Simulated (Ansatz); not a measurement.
# SiN₂H (quartet): the correlation ladder, def2-TZVPP

An exercise on one series of results from a longer session: the logs are not shown, and one member is left open.

Program: Ansatz 0.2.0, Gaussian basis. Level of theory: def2-TZVPP, core rule «outside noble gas», up to 7 orbitals frozen. These are calculated values, not measurements.

The runs, in order: UHF; ROHF; CCSD(T) on UHF.

2 further runs of the same task are left out: 2 set aside as unsound or not needed.

## The system

The geometry is a PBE0/def2-TZVP stationary point (not a proven minimum) of the parent state, kept for this charge and spin.

4 atoms, charge 0, spin multiplicity 4.

Atoms are counted from 1 here; the program's logs count them from 0.

Bond lengths: Si1–N2 1.658 Å, Si1–N3 1.658 Å, Si1–H4 1.472 Å, N2–N3 1.546 Å. Angles: N2–Si1–N3 55.6°, N2–Si1–H4 152.2°, N3–Si1–H4 152.2°, Si1–N2–N3 62.2°, Si1–N3–N2 62.2°.

Set-up of the first run:

in.yaml reads:

```yaml
crystal:
  periodic: [false, false, false]
  atoms:
    - {symbol: Si, position_ang: [0.000000, 0.000000, 0.693477]}
    - {symbol: N, position_ang: [0.000000, -0.773207, -0.773173]}
    - {symbol: N, position_ang: [0.000000, 0.773207, -0.773173]}
    - {symbol: H, position_ang: [0.000000, 0.000000, 2.165363]}
basis:
  gaussian: {orbitals: def2-TZVPP}
magnetization: {spin_polarized: true, initial_magnetization: 3}
hamiltonian: {xc: hf}
output: {orbitals: {seedname: orbitals}}
```

The run is started by

```sh
> ansatz run in.yaml --threads 1 --pin off --events-out ev --progress --plain --max-ram 2560MiB --backend cpu
```

Steps of the session up to this table: UHF; ROHF; CCSD(T) on UHF.

One of the session's tables, all rows but one given; the rest of the session is left out.

```
  method  from UCCSD(T) (kJ/mol)
    ROHF                 +1404.3
     UHF                 +1352.0
    UMP2                       ?
   UCCSD                   +77.3
UCCSD(T)                       0
```

**Question.** Estimate the row for UMP2.

As computed: from UCCSD(T) (kJ/mol): +113.3. In the column «from UCCSD(T) (kJ/mol)» it lies between UCCSD (+77.3) and UHF (+1352.0).

Caveats from the session: Warnings: coupled cluster took another determinant than the lowest.
